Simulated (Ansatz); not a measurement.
Predict the output of the script below (the Ansatz DFT code, driven from Python).

The script reads `c4h7fo.xyz`:
```text
13

C    -1.24160    0.96310    0.47750
C    -0.48980    0.11380   -0.52900
C     0.26290   -1.10250    0.01420
C     1.51950   -0.26880   -0.23510
F     2.13230    0.21230    0.86760
O     0.75030    0.75090   -0.92160
H    -0.61040    1.23450    1.33020
H    -1.59690    1.88780    0.01170
H    -2.11370    0.42310    0.85990
H    -1.10140   -0.11510   -1.40970
H     0.18550   -2.00140   -0.60370
H     0.07520   -1.35470    1.06080
H     2.22800   -0.74310   -0.92280
```

`energy_c4h7fo.py`:
```python
import ansatz as az
import numpy as np

BASIS_SET = '6-31G*'


def main() -> None:
    geometry = az.Crystal.molecule_from_extxyz('c4h7fo.xyz')

    base = (
        geometry.calculation()
        .basis(gaussian=BASIS_SET)
        .functional(az.LibraryFunctional('B97'))
        .forces()
    )
    result = base.run()
    rep = result.report

    print(f'E = {rep["free_energy_ev"]:.6f} eV = {rep["free_energy_ev"] / 27.211386246:.7f} Ha')
    print('converged:', rep['converged'], ' doubts:', rep['published_state_doubts'] or 'none')

    state = rep['mean_field']['state']
    print(f'mean field: {state["energy"]["hartree"]:.7f} Ha, <S^2> = {abs(state["spin_squared"]):.4f}, stability: {state.get("stability", {}).get("kind")}')

    symbols = [site.symbol for site in geometry.cartesian_sites]
    forces = np.array(rep['forces_ev_ang'])
    print('largest force', round(float(np.linalg.norm(forces, axis=1).max()), 4), 'eV/A, rms', round(float(np.sqrt((forces ** 2).mean())), 4))

    charges = rep['charge_distribution']
    print('dipole moment', round(4.803205 * float(np.linalg.norm(charges['dipole_moment_e_ang'])), 3), 'D')
    print('Mulliken:', [(s, round(q, 3)) for s, q in zip(symbols, charges['mulliken_charges_e'])])


if __name__ == '__main__':
    main()
```

Output of `python energy_c4h7fo.py`:
```text
E = -9022.177755 eV = -331.5589170 Ha
converged: True  doubts: none
mean field: -331.5589170 Ha, <S^2> = 0.0000, stability: minimum
largest force 1.77 eV/A, rms 0.381
dipole moment 2.355 D
Mulliken: [('C', -0.487), ('C', 0.14), ('C', -0.428), ('C', 0.423), ('F', -0.282), ('O', -0.512), ('H', 0.174), ('H', 0.174), ('H', 0.155), ('H', 0.15), ('H', 0.173), ('H', 0.178), ('H', 0.141)]
```

Caveats:
- Total energies depend on the basis set; only differences at equal settings carry meaning.
- The geometry is a force-field or estimated start, not a minimum of this method, and the basis set is short of its limit.
- The whole script took 11 s on 1 thread of Arm Neoverse V2, with other jobs on the host, peak memory 0.33 GiB.
